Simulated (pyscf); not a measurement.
**Four-centre exchange: HO–Si(OH)(F)–F + hydrogen chloride (HCl) → HO–Si(OH)(F)–Cl + hydrogen fluoride (HF)**

Gas phase, singlet surface, charge 0. Bonds broken: Si2–F4, Cl8–H9. Bonds formed: Si2–Cl8, F4–H9. Structures and frequencies: ωB97X-D3(BJ)/def2-SVP in PySCF.

Transition state (Å):

```xyz
9

O     -1.7739    -0.0891    -0.4180
Si    -0.2346    -0.2346     0.1731
O     -0.2750    -1.8317     0.5721
F     -0.3528     1.5420     0.7500
F      0.8695     0.0799    -0.9549
H     -2.0796     0.7987    -0.6308
H     -1.0655    -2.2553     0.2132
Cl     1.2074     0.0562     2.0136
H      0.4621     1.2993     1.5404
```

One imaginary mode, 622i cm⁻¹; descent along it reached the two sides named, in the forms told below.

| bond | change | reactant side (Å) | saddle | product side |
|---|---|---|---|---|
| Si2–F4 | breaks | 1.617 | 1.872 | 3.3 |
| Cl8–H9 | breaks | 1.286 | 1.525 | 2.282 |
| Si2–Cl8 | forms | 3.8 | 2.356 | 2.077 |
| F4–H9 | forms | 2.051 | 1.161 | 0.934 |

Electronic energies relative to the separated reactants (kcal/mol):

| level | barrier | reaction energy | reverse barrier |
|---|---|---|---|
| ωB97X-D3(BJ)/def2-TZVP | 36.8 | +11.0 | 25.7 |
| PBE/def2-TZVP | 31.8 | +12.4 | 19.5 |
| r²SCAN/def2-TZVP | 34.3 | +13.8 | 20.5 |
| B3LYP-D3(BJ)/def2-TZVP | 38.5 | +13.6 | 24.8 |
| PBE0-D3(BJ)/def2-TZVP | 34.8 | +11.6 | 23.2 |
| M06-2X/def2-TZVP | 39.1 | +14.1 | 25.0 |
| ωB97M-D3(BJ)/def2-TZVP | 38.1 | +13.3 | 24.7 |
| HF/def2-TZVP | 61.3 | +16.6 | 44.7 |

With ωB97M-D3(BJ)/def2-TZVP energies and thermal terms (ideal gas, 1 atm, RRHO with modes under 100 cm⁻¹ raised to 100, one conformer, R ln 2 for rigid chiral ones), in kcal/mol:

```
T (K)   ΔH‡   ΔG‡     ΔH     ΔG
-----  ----  ----  -----  -----
298    37.7  49.5  +14.3  +14.5
600    37.4  61.6  +14.5  +14.6
900    37.7  73.7  +14.6  +14.7
1200   38.1  85.6  +14.5  +14.7
```

On the product side the descent ends in a complex, 7.0 kcal/mol under the separated species and 32.7 kcal/mol under the saddle at ωB97X-D3(BJ)/def2-TZVP. One saddle was located; it need not be the lowest between these sides.
